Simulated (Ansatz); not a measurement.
How far each method lies from UCCSDT(Q) for Si₂⁺, quartet

Geometry: a PBE0/def2-TZVP stationary point for this spin.

```
atom   x (Å)   y (Å)   z (Å)
  Si  0.0000  0.0000  0.0000
  Si  0.0000  0.0000  2.2726
```

Basis cc-pVTZ; Ansatz 0.2.0. Correlated methods freeze the noble-gas cores, which leaves 7 electrons in 58 orbitals. Prefix R: restricted or restricted open-shell reference; prefix U: unrestricted. Active spaces: valence = (7e, 8o) chosen from the atoms' valence shells.

Full CI isn't at hand for all of this; UCCSDT(Q) serves as the reference, and is uncertain by the last step of the cluster series or more. The frozen core follows each run's orbitals, which can shift R against U totals by a few meV.

For open shells CISD is restricted-active-space CI with the open shells as a complete middle space.

The UHF ⟨S²⟩ is 3.761 and the T1 diagnostic (RCCSD) is 0.0241. The largest doubles amplitude (RCCSD) is 0.093. The T1 diagnostic (UCCSD) is 0.0225.

| level | E − E(RHF) (eV) |
| --- | --- |
| UHF | -0.0648 |
| RMP2 | -3.8260 |
| UMP2 | -3.7903 |
| RCCSD | -4.5397 |
| UCCSD | -4.5448 |
| RCCSD(T) | -4.8362 |
| UCCSD(T) | -4.8380 |

Question: Estimate how far UCCSDT(Q) in cc-pVTZ lies from RCCSD(T). The table doesn't fix it; the size of (T) and the diagnostics are the guide.

Answer: UCCSDT(Q) in cc-pVTZ lies 7.7 kJ/mol below RCCSD(T), which is 27 % of the (T) step (-28.6 kJ/mol). The diagnostics give no warning, yet the rest is a sizeable part of (T). The miss exceeds 1 kcal/mol.

The other levels:

```json
{"level": "CISD", "E − E(UCCSDT(Q)) (kJ/mol)": "52.0", "share of correlation (%)": "89.03", "wall time": "7.5 s"}
{"level": "BCCD(T)", "E − E(UCCSDT(Q)) (kJ/mol)": "7.7", "share of correlation (%)": "98.39", "wall time": "4.2 s"}
{"level": "RCCSDT", "E − E(UCCSDT(Q)) (kJ/mol)": "2.5", "share of correlation (%)": "99.48", "wall time": "–"}
{"level": "UCCSDT", "E − E(UCCSDT(Q)) (kJ/mol)": "2.3", "share of correlation (%)": "99.52", "wall time": "–"}
{"level": "RCCSDT(Q)", "E − E(UCCSDT(Q)) (kJ/mol)": "0.2", "share of correlation (%)": "99.96", "wall time": "40 s"}
{"level": "CASSCF (valence space)", "E − E(UCCSDT(Q)) (kJ/mol)": "300.9", "share of correlation (%)": "36.57", "wall time": "–"}
{"level": "NEVPT2 (valence space)", "E − E(UCCSDT(Q)) (kJ/mol)": "65.9", "share of correlation (%)": "86.11", "wall time": "2.5 s"}
{"level": "MRCISD (valence space)", "E − E(UCCSDT(Q)) (kJ/mol)": "21.5", "share of correlation (%)": "95.46", "wall time": "–"}
{"level": "MRCISD+Q (valence space)", "E − E(UCCSDT(Q)) (kJ/mol)": "-0.1", "share of correlation (%)": "100.02", "wall time": "3.9 s"}
```

The correlation energy at UCCSDT(Q), counted from RHF, is -4.916 eV. That run took 37 s on 1 thread of Arm Neoverse V1, shared host.

Times hold each run's SCF and search for its determinant on a shared host, so for small cases they say little of a method's own cost; they ran on 1 thread of Arm Neoverse V1.

Natural occupations of CASSCF (valence space) about the gap: 1.975 1.907 1.019 0.975 0.975 0.058 0.058 0.032; effectively unpaired electrons, Σ n²(2−n)², 3.06.
